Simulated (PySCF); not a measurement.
Species: 1,2-difluoroethane, C2H4F2.
Cartesian coordinates in Å at the PBE0-D3(BJ)/def2-TZVP level; atoms count from 1:
```xyz
8
C2H4F2 angstrom
F      0.9504    1.2587    0.7734
C      0.7439    0.0645    0.1174
C     -0.7170   -0.1706   -0.1138
F     -1.2098    0.6989   -1.0621
H      1.1497   -0.7433    0.7358
H      1.2822    0.1003   -0.8342
H     -1.2808   -0.0219    0.8116
H     -0.8689   -1.1945   -0.4724
```

Linear response at PBE0/aug-cc-pVTZ (PySCF, frozen core in the response, non-relativistic). Isolated species at its PBE0-D3(BJ)/def2-TZVP geometry (one conformer only).

Static isotropic polarisability: 29.63 au (4.39 Å³), principal values 28.3, 29.6, 30.9 au.

Question: What is the polarisability at 1064 nm and at the sodium D line?

Answer: 29.79 au at 1064 nm (+0.5 %), 30.17 au at 589.3 nm (+1.8 %). The rise at 589.3 nm is 3.33 times that at 1064 nm; a pure ω² law gives 3.26. The lowest singlet lies at 147 nm, shorter than both wavelengths.

Question: What is the isotropic C6 coefficient between two such molecules, C6 = (3/π)∫α(iω)² dω?

Answer: 452.1 au (Eh·bohr⁶) by a ten-point quadrature over imaginary frequencies, which is 270 eV·Å⁶ or 26.1 J·nm⁶/mol.

Question: Which effective excitation energy ω̄ makes London's formula C6 = (3/4)α²ω̄ exact here?

Answer: ω̄ = 4·C6/(3α²) = 0.687 Eh = 18.7 eV. A one-pole form α(ω) = α/(1 − ω²/ω̄²) fitted to the 1064 nm value gives 15.8 eV.

Question: How many electrons N does the Slater–Kirkwood formula C6 = (3/4)·√N·α^(3/2) need to give this C6?

Answer: N = (4·C6/3)²/α³ = 14.0; the species has 34 electrons in all.

Question: What three-body coefficient follows from the one-pole estimate C9 = (3/4)·α·C6?

Answer: 10000 au. This is an estimate from the two numbers above, not a computed integral.

Question: What n − 1 at the D line would an ideal gas of it have at 273.15 K and 1 atm (2.6868 × 10¹⁹ cm⁻³), by n − 1 = 2π·N·α′?

Answer: 7.55 × 10⁻⁴, a formal value whether or not that pressure can be reached.

Question: What molar refraction at the D line follows from R = (4π/3)·N_A·α′, with α′ the polarisability volume?

Answer: α′ = 4.47 Å³ gives R = 11.28 cm³/mol, for isolated, non-vibrating species.

Question: How anisotropic is the static polarisability, by Δα² = ½[(α1 − α2)² + (α2 − α3)² + (α3 − α1)²]?

Answer: Δα = 2.3 au, or 0.08 of the isotropic value.
